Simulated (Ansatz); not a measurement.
Isomers

Structures of CH3SSi (charge -1), closed shell, relaxed at PBE0-D4/def2-TZVPD (vibrations not checked; lower isomers may exist, and structures with a doubtful reference or unclear bonds are left out). Program: Ansatz 0.2.0. Basis: def2-TZVPPD. Cores are frozen in the correlated methods. B3LYP uses VWN-RPA correlation.

Question: Rank them by CCSD(T) energy, lowest first, and give each one's height above the lowest. Links in brackets join atoms within 1.22 times the sum of their covalent radii (1.1 for two metals). (To be estimated.)
A.
CH₃SSi ([SiH3][C][S]), total charge -1
```
6
angstrom
C -0.9970 -0.3638 0.2658
Si 0.7502 0.2584 0.4029
S -1.8436 0.0205 -1.0935
H 1.6825 -0.9052 0.6085
H 1.3965 1.0946 -0.6895
H 0.8942 1.0759 1.6584
```
B.
CH₃SSi ([SiH][CH][SH]), total charge -1
```
6
angstrom
C -0.0655 0.5984 -0.1888
Si -1.1815 -0.4184 -1.1031
S 1.1237 0.2485 1.0797
H -0.7917 -1.7707 -0.4331
H -0.0349 1.6738 -0.3787
H 0.9148 -1.0780 1.1419
```
C.
CH₃SSi ([CH2]1[SiH][S]1), total charge -1
```
6
angstrom
C -0.3072 0.8000 -0.7099
Si 0.6028 -0.2410 0.6260
S 1.1767 1.7482 -0.2368
H -0.2817 0.4606 -1.7447
H -1.2391 1.3087 -0.4662
H -0.2289 0.2950 1.8194
```
D.
CH₃SSi ([CH2][SiH][S]), total charge -1
```
6
angstrom
C -0.5950 -0.0196 -0.7872
Si 0.4440 0.0156 0.5889
S 2.0824 -1.0328 1.1058
H -1.4393 0.6640 -0.8390
H -0.4723 -0.6889 -1.6330
H -0.0199 1.0618 1.5645
```

Answer: Computed: D (0.0 kJ/mol), C (82.4 kJ/mol), B (208.8 kJ/mol), A (262.6 kJ/mol). Heights count from the lowest.

Question: Do PBE-D4, r2SCAN-D4, PBE0-D4, B3LYP-D4, wB97M-V, HF, MP2 give the same order? (Judge from chemistry; the calculation decides.)

Answer: The calculation gives: All do.

T1 diagnostic: at most 0.024. The restricted Hartree–Fock reference is unstable towards an unrestricted one at one or more of these structures.

For scale, one of the runs: CCSD(T)/def2-TZVPPD, 187 basis functions, launched by `ansatz run in.yaml --threads 2 --pin off --events-out ev --progress --plain --max-ram 4352MiB`. Hardware: 2 CPU threads of an Arm Neoverse V1, shared host. Wall time 43 s; peak host memory 1.8 GiB.
